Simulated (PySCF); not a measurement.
**What each rung costs, and what it gives**

Saddle point of BH₃S₂, singlet (BH₃S₂ ([SH][BH][SH]) → BHS ([BH][S]) + H₂S; bonds formed: S2–H4; bonds broken: B1–S2, S3–H4), PBE0-D4/def2-TZVP structure:

B1  (-0.617, -0.012, -0.588)
S2  (0.756, -0.870, 0.582)
S3  (0.066, 1.461, -1.115)
H4  (1.176, 0.475, 0.109)
H5  (-1.629, -0.618, -0.737)
H6  (0.246, -0.436, 1.750)
(Å)

Barriers are electronic and count from the start structure reached by relaxing down the imaginary mode.

Computed with PySCF 2.14 with density fitting (its default auxiliary sets; JK sets also for MP2 and CCSD(T)) (basis: as named in each row); correlated methods freeze the cores. B3LYP uses VWN-RPA correlation. Extrapolation: Hartree–Fock as exp(−7.88 √X), correlation as X^−2.97.

Times are rough, for one single point on 4 threads of a shared host (Arm Neoverse V2).

The estimate by CCSD(T) at an estimated basis limit (MP2 extrapolated from triple and quadruple zeta, plus CCSD(T) − MP2 in triple zeta) is 1.932 eV.

```tsv
method	basis	time (s)	barrier (eV)	method less estimate
HF	STO-3G	under 1	3.839	1.907
B3LYP-D4	6-31G	2	1.973	0.042
PBE0-D4	def2-SVP	2	1.904	-0.027
PBE-D4	def2-SVP	2	1.716	-0.215
MP2	def2-QZVPP	2	1.882	-0.050
CCSD(T)	def2-SVP	4	2.051	0.120
SPW92	def2-TZVPP	4	1.607	-0.324
PBE0-D4	def2-TZVPP	5	1.896	-0.035
B3LYP-D4	def2-TZVPP	5	1.956	0.025
PBE-D4	def2-TZVPP	6	1.713	-0.218
BHLYP-D4	def2-TZVPP	6	2.181	0.250
r2SCAN-D4	def2-TZVPP	12	1.862	-0.070
wB97M-V	def2-TZVPP	77	2.006	0.074
CCSD(T)	def2-TZVPP	92	1.987	0.056
```

All methods are single points on the PBE0-D4 structures.

No T1 diagnostic of these runs exceeds 0.019.

Labels in which every atom is bracketed show which atoms are joined, not bond orders.
